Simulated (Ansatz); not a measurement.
# BSiNH (quartet): the correlation ladder, def2-QZVPP

An exercise on one series of results from a longer session: the logs are not shown, and one member is left open.

The runs use Ansatz 0.2.0, Gaussian basis; def2-QZVPP, core rule «outside noble gas», up to 7 orbitals frozen.

Plan: UHF; ROHF; CCSD(T) on UHF.

5 further runs of the same task are left out: 1 that didn't finish, 4 set aside as unsound or not needed. Runs told in other sessions of the task aren't counted.

### What is computed

The geometry is a PBE0/def2-TZVP stationary point (not a proven minimum).

4 atoms, charge 0, spin multiplicity 4.

Atoms are counted from 1 here; the program's logs count them from 0.

Bond lengths: B1–Si2 1.824 Å, Si2–N3 1.538 Å, N3–H4 0.996 Å. Angles: B1–Si2–N3 173.5°, Si2–N3–H4 161.9°.

Set-up of the first run:

Contents of in.yaml:

```yaml
crystal:
  periodic: [false, false, false]
  atoms:
    - {symbol: B, position_ang: [0.000000, -0.062553, 2.375794]}
    - {symbol: Si, position_ang: [0.000010, 0.013734, 0.552939]}
    - {symbol: N, position_ang: [0.000006, -0.096050, -0.981036]}
    - {symbol: H, position_ang: [-0.000016, 0.144869, -1.947698]}
basis:
  gaussian: {orbitals: "def2-QZVPP.json"}
magnetization: {spin_polarized: true, initial_magnetization: 3}
hamiltonian: {xc: hf}
output: {orbitals: {seedname: orbitals}}
```

Launch:

```sh
> ansatz run in.yaml --threads 1 --pin off --events-out ev --progress --plain --max-ram 2393MiB
```

Among the steps run: UHF; ROHF; CCSD(T) on UHF.

One table of the session follows, with a row left open; its other results are not shown here.

```
  method  from UCCSD(T) (meV)
    ROHF             +11168.7
     UHF             +11100.4
    UMP2                    ?
   UCCSD               +592.4
UCCSD(T)                    0
```

**Question.** Estimate the row for UMP2.

The run gave: from UCCSD(T) (meV): +997.9. In the column «from UCCSD(T) (meV)» it lies between UCCSD (+592.4) and UHF (+11100.4).
